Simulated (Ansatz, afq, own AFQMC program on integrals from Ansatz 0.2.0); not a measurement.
# Atomization energy of BP2H, singlet

```yaml
atoms:
  - { symbol: P, position_ang: [0.0000, -0.2584, 1.0345] }
  - { symbol: B, position_ang: [0.0000, 1.2536, 0.0000] }
  - { symbol: P, position_ang: [0.0000, -0.2584, -1.0345] }
  - { symbol: H, position_ang: [0.0000, 2.4367, 0.0000] }
```

Connectivity, by distances: P–BH–P, closed to a ring.

Atoms in their ground-state spins without spin–orbit coupling (mostly on UHF) minus the molecule (RHF), without zero-point energy. The geometry is a stationary point, not shown to be a minimum.

Basis cc-pVDZ. Noble-gas cores (and the filled d shells of Ga–Kr and In–Xe) are frozen. Ansatz 0.2.0 and our own AFQMC program on the same integrals; the CISD trial comes from CCSD amplitudes, and released means the phaseless constraint is let go. ± is one standard error of the sampling. The errors of all members are added in quadrature.

No full CI on the walks' own integrals is used here; CCSDT(Q) serves as the reference and is uncertain by about the last step of the cluster series. Each member takes its own surest rung, up to full CI.

The best estimate is CCSD(T) at the basis-set limit (CBS: def2-TZVPP and def2-QZVPP, with their diffuse functions for anions and beside diffuse sets, CCSD(T) itself extrapolated) plus the step from CCSD(T) to CCSDT(Q) in cc-pVDZ. Rows without CBS are in cc-pVDZ; B2PLYP and the wave-function rows carry a basis error of their own. Core correlation and relativity beyond core potentials are missing, and ± holds the sampling alone.

Cautions: other spins of the molecule weren't checked.

```tsv
level	atomization energy (kJ/mol)
MP2	1098.0
HF	731.6
CCSD	1019.2
```

(1) From these cheaper values, estimate the atomization energy at the level of the best estimate.

(1) 1243.1 kJ/mol (best estimate, highest rung CCSDT(Q)).

| level | atomization energy (kJ/mol) | error against the best estimate (kJ/mol) |
| --- | --- | --- |
| CCSD(T) | 1056.5 | -186.5 |
| ph-AFQMC/CISD | 1055.5 ± 2.6 | -187.5 ± 2.6 |
| released AFQMC | 1059.8 ± 3.4 | -183.3 ± 3.4 |
| HF/CBS | 782.6 | -460.5 |
| MP2/CBS | 1273.6 | 30.5 |
| CCSD(T)/CBS | 1240.0 | -3.1 |
| surest rungs in cc-pVDZ | 1059.6 | -183.5 |

Correlation beyond CCSD(T) adds 3.1 kJ/mol. Going to the basis-set limit adds 183.5 kJ/mol at CCSD(T). The perturbative (T) step is worth +37.3 kJ/mol.

Best estimates are given only where the step beyond CCSD(T) is under 0.3 eV and no member's determinant is very poor (T1 over 0.05, or 0.07 for open shells, ⟨S²⟩ too high by 0.3, two states mixed), so the hardest cases are missing from such tables.

Each member of a difference takes its own highest rung, so a best estimate needn't equal the limit plus the step of one row. A walk keeps the symmetry of its determinant, which the program's search chose and which needn't be the lowest solution, so a lower state of the same spin and another symmetry isn't excluded. Released energies are given only where the last usable release times agree within the noise; a slower fall can still hide under it.
